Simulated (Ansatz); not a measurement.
C4H5FS, SMILES `F/C=C1\CCS1`, relaxed with RKS PBE0-D4/def2-TZVP in the Gaussian-basis code of Ansatz from a PBE-D4/def2-SVP geometry. The force threshold is 0.005 eV/Å; the program also tests the step.

Total charge 0; spin multiplicity 1.

Start:

```xyz
11

F    -2.137    0.722    1.571
C    -0.835    0.411    1.766
C    -0.054    0.085    0.723
C    -0.339   -0.016   -0.758
C     1.112   -0.394   -1.154
S     1.669   -0.366    0.623
H    -0.518    0.458    2.819
H    -1.083   -0.801   -1.005
H    -0.695    0.934   -1.206
H     1.235   -1.393   -1.614
H     1.645    0.360   -1.764
```

| step | energy (eV) | largest force (eV/Å) | largest move (Å) |
| --- | --- | --- | --- |
| 1 | -17772.1998 | 0.840 | 0.000 |
| 2 | -17772.2567 | 0.409 | 0.027 |
| 3 | -17772.2634 | 0.067 | 0.012 |
| 4 | -17772.2636 | 0.021 | 0.003 |
| 5 | -17772.2636 | 0.013 | 0.003 |
| 6 | -17772.2636 | 0.003 | 0.001 |

End:

```xyz
11

F    -2.118    0.712    1.567
C    -0.821    0.405    1.750
C    -0.061    0.088    0.718
C    -0.337   -0.015   -0.756
C     1.106   -0.392   -1.142
S     1.640   -0.354    0.611
H    -0.510    0.450    2.785
H    -1.067   -0.789   -1.000
H    -0.681    0.923   -1.198
H     1.221   -1.377   -1.590
H     1.627    0.350   -1.746
```

Hardware: 4 threads of a server CPU on a shared host. Wall time 19 s, peak host memory 0.65 GiB.
